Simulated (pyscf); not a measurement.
`[F][SnH3]` + `[SnH4]` -> `[SnH3][SnH3]` + `[FH]`, a four-centre exchange (singlet surface; F–Sn, H–Sn broken, Sn–Sn, F–H formed). Optimised with ωB97X-D3(BJ)/def2-SVP in PySCF. Energies in kJ/mol from the separated reactants.

AM1 to PM7: differences of heats of formation from MOPAC, which are fitted to 298 K values and so differ in kind from electronic energies by zero-point and thermal terms. 

Task: In single points PM3 puts the saddle at 151.3 kJ/mol and the reaction energy at -81.8 kJ/mol. Should these be trusted to within a few kcal/mol? Compare with ωB97M-D3(BJ)/def2-TZVP.

Result: ωB97M-D3(BJ)/def2-TZVP gives ΔE‡ = 146.5 kJ/mol and ΔE = -0.4 kJ/mol. PM3 lies 4.9 kJ/mol over it in the barrier and 81.3 kJ/mol under it in the reaction energy, so on this step it does not hold to within 12.6 kJ/mol. ωB97M-D3(BJ)/def2-TZVP has limits of its own. This is the saddle that the search found; another between the same sides may lie lower. In the def2 sets elements past Kr carry core potentials, without spin-orbit coupling.
